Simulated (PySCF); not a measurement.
**Reading a saddle point**

A first-order saddle point of CH8SSi, singlet, PBE0-D4/def2-TZVP, with one imaginary mode of 991i cm⁻¹:

| atom | x (Å) | y (Å) | z (Å) |
| --- | --- | --- | --- |
| Si1 | -0.6575 | 0.8110 | -0.2636 |
| C2 | -0.0659 | -0.9675 | 0.7925 |
| H3 | -0.8830 | 0.7181 | -1.7234 |
| H4 | -2.0135 | 0.4409 | 0.2785 |
| H5 | -0.3745 | 2.0857 | 0.4313 |
| H6 | 0.7626 | -0.1941 | 0.1552 |
| S7 | 1.8257 | 0.8917 | -0.8122 |
| H8 | -0.4734 | -0.6612 | 1.7543 |
| H9 | 0.8557 | -1.5342 | 0.9748 |
| H10 | -0.7535 | -1.6148 | 0.2493 |
| H11 | 1.7773 | 0.0245 | -1.8368 |

Computed with PySCF 2.14 with density fitting (its default auxiliary sets; JK sets also for MP2 and CCSD(T)) (basis: def2-TZVPP and def2-QZVPP); correlated methods freeze the cores. Extrapolation: Hartree–Fock as exp(−7.88 √X), correlation as X^−2.97.

Which contacts change along the imaginary mode, and what lies on either side? (Judge from chemistry; the calculation decides.)

Computed: The step is CH₆Si ([CH3][SiH3]) + H₂S → SiH₄S ([SiH3][SH]) + CH₄, with the molecules in contact on both sides. Shortening one way: Si1–S7, C2–H6; lengthening the same way: Si1–C2, H6–S7.
| pair | one side (Å) | saddle (Å) | other side (Å) |
| --- | --- | --- | --- |
| Si1–S7 | 3.97 | 2.54 | 2.14 |
| C2–H6 | 3.99 | 1.30 | 1.09 |
| Si1–C2 | 1.87 | 2.15 | 4.26 |
| H6–S7 | 1.34 | 1.80 | 3.17 |

Which side is lower, and how far does the saddle lie above each? (To be estimated.)

Computed: The side with Si1–S7, C2–H6 short is lower by 0.604 eV; the saddle lies 3.054 eV above it and 2.450 eV above the other (CCSD(T) at an estimated basis limit (MP2 extrapolated from triple and quadruple zeta, plus CCSD(T) − MP2 in triple zeta); electronic energies).

No T1 diagnostic of these runs exceeds 0.012.

Labels in which every atom is bracketed show which atoms are joined, not bond orders.

For scale, one of the runs: CCSD(T)/def2-TZVPP, 227 basis functions, launched by `OMP_NUM_THREADS=4 python run.py`. The run took 9.1 min on 4 CPU threads of an Arm Neoverse V2 (shared host), with 3.2 GiB of host memory at its peak.
